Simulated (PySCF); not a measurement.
C₂H₃, multiplicity 2. Atoms are numbered in the order given.

```xyz
5

C      0.1434     0.7043     0.0000
C     -0.0298    -0.5856     0.0000
H     -0.4608     1.5994     0.0000
H     -1.0274    -1.0310     0.0000
H      0.8063    -1.2809     0.0000
```
Charge 0, spin multiplicity 2.

Geometry optimised at PBE0-D3(BJ)/def2-TZVP. The isomer is the one that the SMILES or the coordinates give; other isomers of the formula were not compared.

The numbers are results of PBE/def2-TZVPD run with PySCF, not measurements.

Gas-phase values at a fixed geometry.

Computed frontier levels, dipole moment and polarisability:
```json
{
  "α spin, highest occupied and lowest empty level": "-5.46 and -1.07 eV",
  "β spin, highest occupied and lowest empty level": "-6.89 and -3.09 eV",
  "dipole_moment": "0.71 D",
  "quadrupole, principal values (traceless, Buckingham form, about the centre of nuclear charge)": "-2.81, -0.54, 3.35 D·Å",
  "mean_static_polarisability": "27.3 bohr³ (4.05 Å³)",
  "polarisability_principal_values": "21.7, 24.5, 35.7 bohr³",
  "⟨S²⟩": "0.758 (pure state 0.75)"
}
```
